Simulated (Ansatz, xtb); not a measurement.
System: C4H3O, net charge 0, doublet state. It need not be the lowest isomer of its formula. SMILES: [c]1ccoc1
Geometry from a B3LYP-D3(BJ)/def2-TZVP (Ansatz, a quantum-chemistry and plane-wave program) optimisation:
```xyz
8

O     -0.0097     0.0456     1.1033
C      0.0018     1.1554     0.2916
C     -0.0066    -1.0484     0.2916
C      0.0115     0.7284    -0.9837
C      0.0065    -0.6903    -1.0201
H      0.0010     2.1112     0.7805
H     -0.0146    -2.0017     0.7902
H      0.0116    -1.3451    -1.8736
```
Charge 0, spin multiplicity 2.

Harmonic wavenumbers from GFN2-xTB (xtb, at its own minimum), cm⁻¹: 536, 591, 738, 753, 817, 822, 828, 1013, 1045, 1138, 1165, 1181, 1337, 1430, 1532, 3161, 3193, 3200.

Give the harmonic wavenumbers at B3LYP-D3(BJ)/def2-TZVP (Ansatz, finite differences of forces, unscaled).

548, 619, 706, 766, 850, 866, 875, 1014, 1046, 1138, 1173, 1244, 1377, 1489, 1545, 3261, 3280, 3301 cm⁻¹. Zero-point energy 35.9 kcal/mol.

From these and the geometry, give the ideal-gas thermochemistry at 298.15 K and 1 atm (rigid rotor, harmonic oscillator).

Point group Cs, rotational symmetry number 1. Rotational constants 10.67, 9.231, 4.949 GHz. S(trans) 38.53, S(rot) 24.00, S(vib) 2.33, S(elec, spin only) 1.38, S 66.2 cal/(mol K). H(298) - H(0) 2.91 kcal/mol; G - E(el) 19.0 kcal/mol.
